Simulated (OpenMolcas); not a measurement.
# A ladder of methods for AlH3O (AlH2(OH))

The species is AlH3O (5 atoms), meant as a singlet with charge 0. SMILES: `[H][Al]([H])[OH]`. The shape comes from GFN2-xTB, which is rough for such elements, and wasn't checked as a minimum.

```xyz
5

Al    0.2718    0.4511   -0.1093
H     1.7990    0.4172   -0.2214
H    -0.4810    1.7690   -0.3118
O    -0.5554   -0.9200    0.2267
H    -1.0343   -1.7173    0.4158
```

Each level gives the energy change with the Al1–H3 bond stretched from 1.531 to 2.680 Å (eV). The values are calculated.

```json
{"level": "r2SCAN/STO-3G (restricted)", "kind": "meta-GGA", "program": "OpenMolcas", "value (eV)": "4.51", "less FCI/STO-3G": "+0.31", "CPU time (all runs)": "11 s"}
{"level": "B3LYP/STO-3G (restricted)", "kind": "global hybrid", "program": "OpenMolcas", "value (eV)": "4.58", "less FCI/STO-3G": "+0.38", "CPU time (all runs)": "10 s"}
{"level": "PBE0/STO-3G (restricted)", "kind": "global hybrid", "program": "OpenMolcas", "value (eV)": "4.77", "less FCI/STO-3G": "+0.57", "CPU time (all runs)": "7.8 s"}
{"level": "SC-NEVPT2(2,2)/STO-3G", "kind": "multireference", "program": "OpenMolcas", "value (eV)": "4.25", "less FCI/STO-3G": "+0.05", "CPU time (all runs)": "3 s"}
{"level": "ACPF/STO-3G (restricted)", "kind": "coupled cluster or CI", "program": "OpenMolcas", "value (eV)": "3.73", "less FCI/STO-3G": "-0.47", "CPU time (all runs)": "3.3 s"}
{"level": "CCSD(T)/STO-3G (restricted)", "kind": "coupled cluster or CI", "program": "OpenMolcas", "value (eV)": "4.21", "less FCI/STO-3G": "+0.01", "CPU time (all runs)": "4.1 s"}
{"level": "CISD/STO-3G (restricted)", "kind": "coupled cluster or CI", "program": "OpenMolcas", "value (eV)": "4.57", "less FCI/STO-3G": "+0.37", "CPU time (all runs)": "3.3 s"}
{"level": "FCI/STO-3G", "kind": "exact in the basis", "program": "OpenMolcas", "value (eV)": "4.20", "less FCI/STO-3G": "0.00", "CPU time (all runs)": "29 s"}
```

FCI/STO-3G is exact within its basis and frozen core, so for wave-function methods in that basis the difference is their error; functionals converge differently with the basis, so for them it is only a difference. The first shape isn't each level's own minimum. The values span 3.73 to 4.77 eV. All rows use very small basis sets, so even the best lies far from the true value. Times are those of the runs behind each value, whatever else they computed, on shared processors of several kinds: orders of magnitude only.
